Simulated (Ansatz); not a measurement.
# AlBH₄, SMILES [BH2][AlH2]: an active-space calculation

Program: Ansatz 0.2.0, Python API.

Script `albh4.py`:
```python
"""Active-space calculation on AlBH4."""

import warnings

import ansatz as az

BASIS = "cc-pVDZ"

warnings.simplefilter("ignore", az.DeckWarning)

geometry = (
    az.Crystal.molecule()
    .atom("B", (0.0062, -1.1516, 0.0457))
    .atom("Al", (0.0189, 0.9532, -0.037))
    .atom("H", (-0.9144, -1.6482, 0.649))
    .atom("H", (0.834, -1.7321, -0.5585))
    .atom("H", (1.1597, 1.6829, -0.9043))
    .atom("H", (-1.0624, 1.8317, 0.7589))
)

model = (
    geometry.calculation()
    .basis(gaussian=BASIS)
    .correlation(active_electrons=4, active_orbitals=4)
)
for method in [None, "sc_nevpt2"]:
    r = (model if method is None else model.correlation(method)).run().report
    space = r["configurations"]
    state = space["states"][0]
    print(method or "casscf", f"total {r['free_energy_ev'] / 27.211386246:.6f} Ha, active-space state {state['energy']['hartree']:.6f} Ha, mean field {r['reference_energy_ev'] / 27.211386246:.6f} Ha")
    print("  determinants", state["n_determinants"], " natural occupations", [round(n, 3) for n in space["natural_occupations"]])
print("effectively unpaired electrons, sum of min(n, 2 - n):", round(sum(min(n, 2 - n) for n in space["natural_occupations"]), 3))
```

```console
$ python albh4.py
casscf total -268.885541 Ha, active-space state -268.885541 Ha, mean field -268.858360 Ha
  determinants 36  natural occupations [1.984, 1.982, 0.019, 0.014]
RunWarning: the results are in doubt because another end's mean lies 0.042 eV lower, and its corrected mean 0.053 eV higher
sc_nevpt2 total -269.007503 Ha, active-space state -268.883986 Ha, mean field -268.858360 Ha
  determinants 36  natural occupations [1.979, 1.96, 0.04, 0.022]
effectively unpaired electrons, sum of min(n, 2 - n): 0.122
```
(Warnings from the package without file and line.)

Reading the output:
- These settings explore the input space; basis and method may be short of convergence.
- The geometry is a force-field or estimated start, not a minimum of this method, and the basis set is short of its limit. The active space starts as a window about the frontier orbitals and is then optimised, not chosen by chemistry.
- A lower CASSCF solution was found and passed over, so the printed active-space state isn't the lowest.
- The script silences the warnings on its input, which a real study should read.
- Run time: 18 s on 1 thread of Intel(R) Xeon(R) Platinum 8259CL CPU @ 2.50GHz (Skylake/Cascade Lake), on a shared host, peak memory 0.16 GiB.

(Lines on the test bed's own set-up are left out of the output.)
